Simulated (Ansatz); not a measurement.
LO phonon frequency at L of zinc-blende AlAs at several levels of theory

No measured value is used here.

```
level (code)         value (cm⁻¹)  cell (Å³/atom)
-------------------  ------------  --------------
LDA (Ansatz)                  368           22.29
PBE (Ansatz)           (withheld)           23.50
PBE-D3(BJ) (Ansatz)           367           22.72
HSE06 (Ansatz)                371           22.93
PBE0 (Ansatz)                 372           22.90
```

Q: Fill in the missing entries.

A: 
- PBE (Ansatz, a quantum-chemistry and plane-wave program), value (cm⁻¹): 353

PBE-D3(BJ): the dispersion coefficients are held fixed in the derivatives. Each level is taken at its own relaxed cell. K meshes differ between the levels. Ansatz's density-functional and Hartree–Fock values are scalar-relativistic unless marked +SOC, with PAW data made under PBE.
